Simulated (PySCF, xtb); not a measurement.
## Ranking isomers of H4PSSi+

5 gas-phase structures of H4PSSi+, found in a search over its isomers (lower ones may exist). Each was relaxed with GFN2-xTB:

A. `[PH3+][SiH]=S`, a singlet
B. a singlet given by its coordinates
C. `[SiH3][PH+]=S`, a singlet
D. a singlet given by its coordinates
E. `[H]/P=[S+]/[SiH3]`, a singlet

B (Å):

```xyz
7

P    -2.7032    0.6201   -2.0392
S     0.4483   -0.6506   -0.6579
Si   -1.6574   -0.7553   -0.6509
H    -3.6796   -0.2956   -2.4626
H    -3.5266    1.2043   -1.0632
H    -1.9133   -1.7871    0.3492
H     0.6043    0.2937   -1.5877
```

Close contacts (Å): P1–Si3 2.22, S2–Si3 2.11, P1–H4 1.40, P1–H5 1.40, S2–H7 1.33, Si3–H6 1.46.

D (Å):

```xyz
7

P    -0.7146   -1.1062   -0.1392
S    -1.6533   -0.6081   -2.0868
Si   -2.9256    0.9776   -1.6990
H    -3.6415    1.4772   -2.8530
H    -3.0767    1.5319   -0.3667
H    -0.9773   -2.4661   -0.3246
H     0.5443   -1.1972   -0.7370
```

Close contacts (Å): P1–S2 2.22, S2–Si3 2.07, P1–H6 1.40, P1–H7 1.40, Si3–H4 1.45, Si3–H5 1.45.

Task: Estimate their order in r2SCAN-D4/def2-SVP energy at these geometries, lowest first.

Result: Calculated order at r2SCAN-D4/def2-SVP: B (0.0), A (5.3), D (6.4), E (12.4), C (22.4) kcal/mol.

Energies above the lowest of each column, in kcal/mol; the last columns are at PBE0-D4/def2-SVP geometries and were run for some of them only (a dash: not run or not comparable):

```csv
structure,GFN2-xTB,HF/STO-3G,r2SCAN-D4/def2-SVP,PBE0-D4/def2-SVP
B,9.6,0.0,0.0,0.0
A,8.6,21.1,5.3,8.6
D,0.0,1.7,6.4,–
E,3.7,4.9,12.4,–
C,16.5,26.0,22.4,–
```

PBE0-D4/def2-SVP puts B lowest of those it was run on; GFN2-xTB picks D. Some further structures that were screened fall inside this span and aren't listed. Frequencies (GFN2-xTB) were run for B alone.

Over these structures GFN2-xTB departs from r2SCAN-D4/def2-SVP by 6.4 kcal/mol on average once a common shift is removed. A GFN2-xTB relaxation took about 0.062 s and the r2SCAN-D4/def2-SVP energy about 4.5 s on a shared host (PySCF 2.14.0, xtb 6.7.1).
